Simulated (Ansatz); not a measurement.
`C=C/C(F)=C\F` → `C=C(F)/C=C/F`  (isomerisation)

Calculated with Ansatz (gas phase, PBE0-D4/def2-TZVP geometries, no zero-point term in ΔE). CCSD(T)/CBS adds triple-zeta CCSD(T) − MP2 to the extrapolated MP2 energy (def2 sets, frozen cores). Double bonds are as drawn, so ΔE can hold a change between cis and trans. DFT in def2-TZVPP. B3LYP here is the variant with VWN-RPA as its local correlation; programs differ in this. HSE06 is defined as in plane-wave codes. Each species was taken in one conformer, which may not be the lowest.

```json
{"level": "LDA (SPW92)", "ΔE (kJ/mol)": "-23.0", "difference from CCSD(T)/CBS": "-2.5"}
{"level": "PBE-D4", "ΔE (kJ/mol)": "-21.7", "difference from CCSD(T)/CBS": "-1.2"}
{"level": "revPBE-D4", "ΔE (kJ/mol)": "-21.2", "difference from CCSD(T)/CBS": "-0.7"}
{"level": "BLYP-D4", "ΔE (kJ/mol)": "-20.6", "difference from CCSD(T)/CBS": "-0.1"}
{"level": "r2SCAN-D4", "ΔE (kJ/mol)": "-23.2", "difference from CCSD(T)/CBS": "-2.7"}
{"level": "B97M-V", "ΔE (kJ/mol)": "-22.4", "difference from CCSD(T)/CBS": "-1.9"}
{"level": "PBE0-D4", "ΔE (kJ/mol)": "-22.0", "difference from CCSD(T)/CBS": "-1.5"}
{"level": "r2SCANh-D4", "ΔE (kJ/mol)": "-23.2", "difference from CCSD(T)/CBS": "-2.7"}
{"level": "HSE06-D4", "ΔE (kJ/mol)": "-22.0", "difference from CCSD(T)/CBS": "-1.5"}
{"level": "BHLYP-D4", "ΔE (kJ/mol)": "-21.3", "difference from CCSD(T)/CBS": "-0.8"}
{"level": "CAM-B3LYP-D4", "ΔE (kJ/mol)": "-21.7", "difference from CCSD(T)/CBS": "-1.2"}
{"level": "ωB97X-V", "ΔE (kJ/mol)": "-21.8", "difference from CCSD(T)/CBS": "-1.3"}
{"level": "ωB97M-V", "ΔE (kJ/mol)": "-22.1", "difference from CCSD(T)/CBS": "-1.6"}
{"level": "B2PLYP", "ΔE (kJ/mol)": "-21.8", "difference from CCSD(T)/CBS": "-1.3"}
{"level": "PBE-QIDH", "ΔE (kJ/mol)": "-22.7", "difference from CCSD(T)/CBS": "-2.2"}
{"level": "PBE", "ΔE (kJ/mol)": "-22.0", "difference from CCSD(T)/CBS": "-1.5"}
{"level": "revPBE", "ΔE (kJ/mol)": "-21.8", "difference from CCSD(T)/CBS": "-1.3"}
{"level": "BLYP", "ΔE (kJ/mol)": "-21.1", "difference from CCSD(T)/CBS": "-0.6"}
{"level": "r2SCAN", "ΔE (kJ/mol)": "-23.2", "difference from CCSD(T)/CBS": "-2.7"}
{"level": "PBE0", "ΔE (kJ/mol)": "-22.2", "difference from CCSD(T)/CBS": "-1.7"}
{"level": "B3LYP", "ΔE (kJ/mol)": "-21.4", "difference from CCSD(T)/CBS": "-0.9"}
{"level": "r2SCANh", "ΔE (kJ/mol)": "-23.2", "difference from CCSD(T)/CBS": "-2.7"}
{"level": "r2SCAN0", "ΔE (kJ/mol)": "-23.2", "difference from CCSD(T)/CBS": "-2.7"}
{"level": "HSE06", "ΔE (kJ/mol)": "-22.2", "difference from CCSD(T)/CBS": "-1.7"}
{"level": "BHLYP", "ΔE (kJ/mol)": "-21.6", "difference from CCSD(T)/CBS": "-1.1"}
{"level": "LC-ωPBE", "ΔE (kJ/mol)": "-22.9", "difference from CCSD(T)/CBS": "-2.4"}
{"level": "RPA@PBE/def2-TZVPP", "ΔE (kJ/mol)": "-19.3", "difference from CCSD(T)/CBS": "1.2"}
{"level": "HF/def2-SVP", "ΔE (kJ/mol)": "-19.0", "difference from CCSD(T)/CBS": "1.5"}
{"level": "MP2/def2-SVP", "ΔE (kJ/mol)": "-19.6", "difference from CCSD(T)/CBS": "0.9"}
{"level": "CCSD/def2-SVP", "ΔE (kJ/mol)": "-17.0", "difference from CCSD(T)/CBS": "3.5"}
{"level": "CCSD(T)/def2-SVP", "ΔE (kJ/mol)": "-16.7", "difference from CCSD(T)/CBS": "3.8"}
{"level": "HF/def2-TZVPP", "ΔE (kJ/mol)": "-21.9", "difference from CCSD(T)/CBS": "-1.4"}
{"level": "MP2/def2-TZVPP", "ΔE (kJ/mol)": "-22.9", "difference from CCSD(T)/CBS": "-2.4"}
{"level": "SCS-MP2/def2-TZVPP", "ΔE (kJ/mol)": "-21.6", "difference from CCSD(T)/CBS": "-1.1"}
{"level": "CCSD/def2-TZVPP", "ΔE (kJ/mol)": "-20.6", "difference from CCSD(T)/CBS": "-0.1"}
{"level": "CCSD(T)/def2-TZVPP", "ΔE (kJ/mol)": "-20.4", "difference from CCSD(T)/CBS": "0.1"}
{"level": "HF/def2-QZVPP", "ΔE (kJ/mol)": "-22.1", "difference from CCSD(T)/CBS": "-1.6"}
{"level": "MP2/def2-QZVPP", "ΔE (kJ/mol)": "-23.0", "difference from CCSD(T)/CBS": "-2.5"}
{"level": "SCS-MP2/def2-QZVPP", "ΔE (kJ/mol)": "-21.8", "difference from CCSD(T)/CBS": "-1.3"}
{"level": "HF/CBS(def2)", "ΔE (kJ/mol)": "-22.2", "difference from CCSD(T)/CBS": "-1.7"}
{"level": "CCSD(T)/CBS", "ΔE (kJ/mol)": "-20.5", "difference from CCSD(T)/CBS": "0"}
```

Question: What do rigid-rotor, harmonic-oscillator terms from PBE0-D4/def2-TZVP frequencies (298.15 K, 1 bar) make of the CCSD(T)/CBS value? (An estimate is asked.)

Answer: Computed: ΔZPE = -0.3 kJ/mol, ΔH = -20.9 kJ/mol, ΔS = 0 J/(mol·K), ΔG = -21.0 kJ/mol.

Largest T1 diagnostic among the species: 0.012.

At CCSD(T), def2-SVP lies +3.8 kJ/mol from the extrapolated value and def2-TZVPP +0.1 kJ/mol. Leaving LDA and LC-ωPBE aside and taking each functional with its dispersion term where it has one, the values spread over 2.6 kJ/mol, from r2SCANh-D4 to BLYP-D4.
